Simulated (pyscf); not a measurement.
Structures and frequencies: ωB97X-D3(BJ)/def2-SVP in PySCF.

Question: Estimate the classical barrier height and the reaction energy of Cl–GaH₂ + hydrogen fluoride (HF) -> F–GaH–Cl + hydrogen (H₂) at ωB97M-D3(BJ)/def2-TZVP. The step runs on the singlet surface, breaks Ga–H, F–H and forms F–Ga, H–H; take the separated reactants as zero.

Answer: ΔE‡ = 30.0 kJ/mol, ΔE = -71.8 kJ/mol. Zero-point energy shifts the barrier by +1.6 kJ/mol. It is a four-centre exchange, with an imaginary mode of 1115i cm⁻¹. On the reactant side the descent ends in an adduct with a F–Ga contact, 46.5 kJ/mol under the separated species and 71.6 kJ/mol under the saddle at ωB97X-D3(BJ)/def2-TZVP. What is counted as formed (F–Ga) is already present as a longer contact in the reactant adduct; forming that adduct is a step of its own. At the saddle there is also a short Ga–H contact that neither side keeps. One saddle was located; it need not be the lowest between these sides. Elements up to Kr have no core potential and no relativistic terms here.
